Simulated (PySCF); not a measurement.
Compound: C3H4FN.
Cartesian coordinates in Å at the PBE0-D3(BJ)/def2-SVP level; atoms count from 1:
```xyz
9
C3H4FN angstrom
F      1.5771    0.4707    1.2654
C      1.3014   -0.2438    0.1387
C     -0.0993   -0.0473   -0.2893
N     -0.8372   -0.2135   -1.2884
C     -1.4719    0.3089   -0.0135
H      1.4619   -1.3190    0.3378
H      1.9820    0.0588   -0.6756
H     -2.1355   -0.3772    0.5291
H     -1.7785    1.3624   -0.0043
```

Theory: TDDFT CAM-B3LYP/def2-SVPD, vertical, gas phase, core orbitals frozen in the response (PySCF).

Ground-to-excited transition dipoles (e·a0, same axes as the geometry; the sign carries no meaning), for the states with f of 0.002 or more among the lowest 8:

```
state  E (eV)      μx      μy      μz
   S2   6.947   0.432  -0.022   0.399
   S3   7.848   0.246  -0.007  -0.003
   S4   7.894  -0.588   0.097  -0.105
   S5   8.086  -0.016  -0.218   0.121
   S6   8.398   0.050  -0.239  -0.542
   S7   8.668  -0.020  -0.271   0.096
   S8   8.821   0.345  -0.037   0.050
```

(1) Work out the oscillator strengths.

(2) What angle do the transition dipoles of S4 and S6 make?

(3) How is the summed strength of these states shared among x, y and z?

Answers

(1) f = (2/3) ΔE |μ|² with ΔE in hartree (27.2114 eV).

| state | \|μ\|² (au) | \|μ\| (D) | f |
| --- | --- | --- | --- |
| S2 | 0.346 | 1.50 | 0.059 |
| S3 | 0.061 | 0.63 | 0.012 |
| S4 | 0.366 | 1.54 | 0.071 |
| S5 | 0.063 | 0.64 | 0.012 |
| S6 | 0.353 | 1.51 | 0.073 |
| S7 | 0.083 | 0.73 | 0.018 |
| S8 | 0.123 | 0.89 | 0.027 |

(2) |cos θ| = |μa·μb| / (|μa| |μb|) = 0.01, so θ ≈ 89° (taken between 0 and 90°, since the signs are arbitrary).

(3) (2/3) Σ ΔE μα² gives 0.137 for x, 0.039 for y and 0.095 for z, 0.271 in all.

All these states lie below the vertical ionisation energy of 10.60 eV (ΔSCF).

One conformer stands for the species.
